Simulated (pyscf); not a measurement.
A first-order saddle from PySCF, ωB97X-D3(BJ)/def2-SVP:

```
O
B 1 1.5369
H 2 1.2195 1 113.37
H 2 1.2235 3 117.32 1 133.73
H 1 1.2421 2 72.65 3 -111.54
O 5 1.2023 1 126.63 2 -1.23
H 6 0.9652 5 111.65 1 106.62
Sn 1 2.0127 5 126.49 6 109.72
H 8 1.6992 1 105.46 5 -150.19
H 8 1.7025 9 113.68 1 -116.79
H 8 1.7040 9 113.12 10 -130.29
```
Charge 0, spin multiplicity 1.

Surface: singlet, charge 0. Lowest wavenumbers (cm⁻¹): 1274i, 79, 102, 165, 450.

Task: Which two sides does it connect, and which bonds change?

Result: H₂B–O–SnH₃ + H₂O ⇌ HO–SnH₃ + H₂B–OH, a four-centre exchange read from left to right: B–O, H–O broken and H–O, B–O formed. At ωB97M-D3(BJ)/def2-TZVP it lies +8.9 kcal/mol from the left side and +7.8 kcal/mol from the right (each side as separated species at their lowest minima found). On the reactant side the descent ends in a complex (not fully relaxed), 5.6 kcal/mol under the separated species and 14.4 kcal/mol under the saddle at ωB97X-D3(BJ)/def2-TZVP. On the product side the descent ends in an adduct with a B–O contact, 9.8 kcal/mol under the separated species and 16.7 kcal/mol under the saddle at ωB97X-D3(BJ)/def2-TZVP. What is counted as broken (B–O) persists as a longer contact in the product adduct; parting that adduct is a step of its own. This is the saddle that the search found; another between the same sides may lie lower. Elements past Kr carry the def2 core potentials, without spin-orbit coupling.
